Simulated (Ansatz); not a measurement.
Ideal-gas functions of C2H4OS, SMILES `C=C(O)S` at 400 K and 1 bar, from an Ansatz frequency run at PBE0-D4/def2-TZVP.

Molar mass 76.12 g/mol, point group C1 (symmetry number 1), electronic degeneracy 1, moments of inertia 49.444, 100.583, 147.428 u Å². Harmonic wavenumbers (cm⁻¹, unscaled): 244, 347, 403, 432, 502, 678, 737, 868, 948, 985, 1192, 1295, 1417, 1724, 2673, 3188, 3295, 3833.

Use S(trans) = R[1.5 ln M + 2.5 ln T − 1.1517]; rotational temperatures θ = 24.2544 K / I; S(rot) = R[ln(√π/σ · √(T³/θAθBθC)) + 1.5]; for each mode x = 1.438777 ν̃/T, S = R[x/(eˣ − 1) − ln(1 − e⁻ˣ)] and H = RT x/(eˣ − 1); 1 cm⁻¹ = 0.0119627 kJ/mol; R = 8.31446 J/(mol·K).

Problem. By hand: the entropy, in J/(mol·K).

Solution. Translation 169.0. Rotation: θ = 0.4905, 0.2411, 0.1645 K, giving 108.3. Vibration, mode by mode: 9.66, 6.99, 5.92, 5.44, 4.45, 2.70, 2.28, 1.57, 1.25, 1.12, 0.61, 0.45, 0.31, 0.12, 0.01, 0.00, 0.00, 0.00, in all 42.9. Electronic 0.0. Sum 320.2 J/(mol·K).

Problem. By hand: H − E and G − E in kJ/mol, counted from the electronic energy.

Solution. Zero-point energy ½ × 24761 × 0.0119627 = 148.1; thermal vibration 11.0; translation, rotation and pV give 4 RT = 13.3. H − E = 172.4 kJ/mol, and G − E = 172.4 − 400 × 320.2/1000 = 44.3 kJ/mol.

Vibration gives 13 % of the entropy. The sum counts one conformer and one mirror image; others add a mixing term.
